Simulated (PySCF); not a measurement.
Results of LNO-CCSD(T) in PySCF (GTH pseudopotentials, Gaussian basis, DZ basis) for rock-salt MgS.

The same calculation (at the measured cell, 17.609 Å³/atom) with different numerical settings; throughout: k mesh 2×2×2:

| run | LNO threshold | total energy (eV/atom) | rough time |
|---|---|---|---|
| 1 | 3e-05 | -998.0931 | 4 core-min |
| 2 | 1e-05 | -998.0775 | 20 core-min |
| 3 | 3e-06 | -998.0905 | 50 core-min |

In the column total energy (eV/atom) the first row differs from the last by -0.0026 and the next to last by +0.0130.

The last row is no converged limit: other settings stay fixed.
